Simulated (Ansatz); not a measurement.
Na₄MgGe₂Se₆ (C2, No. 5; cell taken from a computed entry), treated with LDA (Ansatz, a program for electronic structure, plane waves, PAW).

Run with plane-wave cutoff 520 eV, 6×6×6 k mesh, Fermi–Dirac smearing 0.01 eV, scalar-relativistic PAW data made under PBE.

Cell (relaxed with PBEsol):

```cif
data_Ge2MgNa4Se6
_chemical_formula_sum 'Na4 Mg1 Ge2 Se6'
_space_group_name_H-M_alt 'P 1'
_space_group_IT_number 1
_cell_length_a 7.09511
_cell_length_b 7.09511
_cell_length_c 7.05977
_cell_angle_alpha 98.948
_cell_angle_beta 98.948
_cell_angle_gamma 114.102
loop_
_space_group_symop_operation_xyz
  'x, y, z'
loop_
_atom_site_label
_atom_site_type_symbol
_atom_site_fract_x
_atom_site_fract_y
_atom_site_fract_z
_atom_site_occupancy
Na1 Na 0.48058 0.51942 0.00000 1
Na2 Na 0.32747 0.67253 0.50000 1
Na3 Na 0.02163 0.97837 0.50000 1
Na4 Na 0.65087 0.34913 0.50000 1
Mg1 Mg 0.84285 0.15715 0.00000 1
Ge1 Ge 0.00327 0.67019 0.94265 1
Ge2 Ge 0.32981 0.99673 0.05735 1
Se1 Se 0.76333 0.77365 0.76412 1
Se2 Se 0.22635 0.23667 0.23588 1
Se3 Se 0.90582 0.54853 0.22171 1
Se4 Se 0.45147 0.09418 0.77829 1
Se5 Se 0.04904 0.39899 0.74730 1
Se6 Se 0.60101 0.95096 0.25270 1
```

Task: Estimate the band gap, smallest direct gap on the k points sampled and Γ–Γ gap that the calculation returns.

Result: 
* **band gap**: 1.83 eV (indirect)
* **smallest direct gap on the k points sampled**: 1.88 eV
* **Γ–Γ gap**: 2.58 eV

Note: cell and atoms aren't relaxed at this level (pressure -1.7 GPa); this cell isn't known to be the ambient phase, and symmetry holds it in the calculation.

Spin–orbit coupling is not included.
